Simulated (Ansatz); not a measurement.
# AlH3NSi: the cost of one run

Program: Ansatz 0.2.0, Gaussian basis. Level of theory: CAM-B3LYP-D4/def2-SVPD. These are calculated values, not measurements.

2 further runs of the same task are left out: 2 that didn't finish.

### 1 The system as given

SMILES `[AlH2][N]=[SiH+]`, 6 atoms, charge 1, spin multiplicity 1.

Atoms are counted from 1 here; the program's logs count them from 0.

Bond lengths: Al1–N2 1.907 Å, Al1–H4 1.527 Å, Al1–H5 1.527 Å, N2–Si3 1.592 Å, Si3–H6 1.445 Å. Angles: N2–Al1–H4 118.1°, N2–Al1–H5 118.2°, H4–Al1–H5 123.8°, Al1–N2–Si3 179.8°, N2–Si3–H6 179.9°.

Geometry (Å):

| atom | x (Å) | y (Å) | z (Å) |
| --- | --- | --- | --- |
| Al1 | -1.05267 | 0.31960 | -0.99804 |
| N2 | 0.29728 | -0.08807 | 0.28644 |
| Si3 | 1.42684 | -0.43159 | 1.35439 |
| H4 | -1.81653 | -0.84145 | -1.63159 |
| H5 | -1.30757 | 1.78678 | -1.33405 |
| H6 | 2.45266 | -0.74526 | 2.32285 |

### 2 The run

Contents of md/in.yaml:

```yaml
crystal:
  periodic: [false, false, false]
  atoms:
    - {symbol: Al, position_ang: [-1.052670, 0.319600, -0.998040]}
    - {symbol: N, position_ang: [0.297280, -0.088070, 0.286440]}
    - {symbol: Si, position_ang: [1.426840, -0.431590, 1.354390]}
    - {symbol: H, position_ang: [-1.816530, -0.841450, -1.631590]}
    - {symbol: H, position_ang: [-1.307570, 1.786780, -1.334050]}
    - {symbol: H, position_ang: [2.452660, -0.745260, 2.322850]}
basis:
  gaussian: {orbitals: def2-SVPD}
total_charge: 1
hamiltonian: {xc: {name: CAM-B3LYP}, dispersion: d4}
md: {n_steps: 30, timestep: 1.0, temperature: 700, ensemble: nve, seed: 955, initial_velocities: maxwell_boltzmann}
```

Launch:

```sh
ansatz run in.yaml --threads 2 --pin off --events-out ev --progress --plain --max-ram 3481MiB
```

Q: Estimate wall time and peak memory on 2 threads of Arm Neoverse V1, shared host.

About 58 s, with a peak of 0.2 GiB.
